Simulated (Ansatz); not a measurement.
bcc Ta was calculated with PBEsol+SOC in Ansatz (plane waves, PAW).

Numerical settings: plane-wave cutoff 520 eV, 28×28×28 k mesh, Fermi–Dirac smearing 0.058 eV (set by the program), PAW data made under PBE.

Cell (relaxed at this level):

```xyz
1
Lattice="-1.6403 1.6403 1.6403 1.6403 -1.6403 1.6403 1.6403 1.6403 -1.6403" Properties=species:S:1:pos:R:3 pbc="T T T"
Ta     0.0000     0.0000     0.0000
```

Task: What does this level give for the Young modulus, elastic constant C12, polycrystal shear modulus (Hill average), elastic constant C44 and elastic constant C11?

Result: 
- Young modulus: 185 GPa
- elastic constant C12: 169 GPa
- polycrystal shear modulus (Hill average): 68.6 GPa
- elastic constant C44: 79.2 GPa
- elastic constant C11: 280 GPa

Measured, for comparison: elastic constant C12 158 GPa, elastic constant C44 87.4 GPa, elastic constant C11 266 GPa (0 K, extrapolated to 0 K; zero-point effects included; as tabulated in Wang et al. (2022), arXiv:2209.12322). Computed (rounded) less measured: elastic constant C12 +7 %, elastic constant C44 -9 %, elastic constant C11 +5 %.

Note: shear constants of such metals converge slowly with the k mesh.

Elastic constants are with the ions relaxed.

Static lattice: no zero-point or thermal effects.

The result took roughly 30 core-minutes.

Ansatz is a program for electronic structure.
